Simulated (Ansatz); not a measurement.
Computed with Ansatz.

Basis-set series for `SC1CO1`. The species carries charge 0 and has multiplicity 1. The structure was optimised at the PBE0-D4/def2-TZVP level. It is one conformer, not always the lowest.

```json
{"functional": "PBE0-D4", "basis": "def2-TZVPP", "functions": "191", "energy (Eh)": "-551.74914", "HOMO (eV)": "-7.13", "LUMO (eV)": "0.27"}
{"functional": "PBE0-D4", "basis": "def2-QZVPP", "functions": "361", "energy (Eh)": "-551.77000", "HOMO (eV)": "-7.18", "LUMO (eV)": "0.07"}
{"functional": "ωB97M-V", "basis": "def2-TZVPP", "functions": "191", "energy (Eh)": "-551.97538", "HOMO (eV)": "-9.36", "LUMO (eV)": "2.18"}
{"functional": "ωB97M-V", "basis": "def2-QZVPP", "functions": "361", "energy (Eh)": "-551.99540", "HOMO (eV)": "-9.41", "LUMO (eV)": "1.71"}
```

Q: Give the rows for def2-SVP. (An estimate is asked.)

A: The calculation gave: 
| functional | basis | functions | energy (Eh) | HOMO (eV) | LUMO (eV) |
| --- | --- | --- | --- | --- | --- |
| PBE0-D4 | def2-SVP | 80 | -551.43159 | -7.00 | 0.77 |
| ωB97M-V | def2-SVP | 80 | -551.65237 | -9.21 | 2.80 |

Positive LUMOs are unbound and depend on the basis.
